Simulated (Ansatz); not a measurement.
How methods differ on BSiH2Cl (SMILES B[Si]Cl)

The species is BSiH2Cl (5 atoms), meant as a triplet with charge 0. SMILES: `B[Si]Cl`. The coordinates come from a GFN2-xTB relaxation.

```xyz
5

B    -0.6741    0.3680   -0.3025
Si    0.3346   -1.0819    0.3575
Cl    2.3114   -0.9303    0.9615
H    -0.1845    1.4312   -0.3874
H    -1.7874    0.2130   -0.6291
```

Quantity: the energy change with the B1–Si2 bond stretched from 1.886 to 2.828 Å, in eV. The values are calculated.

| level | kind | program | value (eV) | less FCI/STO-3G |
| --- | --- | --- | --- | --- |
| UHF/STO-3G | Hartree–Fock | Ansatz | 2.55 | -0.25 |
| USVWN5/STO-3G | LDA | Ansatz | 3.07 | +0.27 |
| UBLYP/STO-3G | GGA | Ansatz | 2.58 | -0.22 |
| U-r2SCAN0/STO-3G | hybrid meta-GGA | Ansatz | 3.11 | +0.31 |
| U-wB97X/STO-3G | range-separated hybrid | Ansatz | 3.11 | +0.31 |
| UB2PLYP/STO-3G | double hybrid | Ansatz | 2.93 | +0.13 |
| UCCSD(T)/STO-3G | coupled cluster or CI | Ansatz | 2.81 | +0.01 |
| FCI/STO-3G | exact in the basis | Ansatz | 2.80 | 0.00 |

FCI/STO-3G is exact within its basis and frozen core, so for wave-function methods in that basis the difference is their error; functionals converge differently with the basis, so for them it is only a difference. The first shape isn't each level's own minimum. The values span 2.55 to 3.11 eV. All rows use very small basis sets, so none should be taken for the real molecule's value.
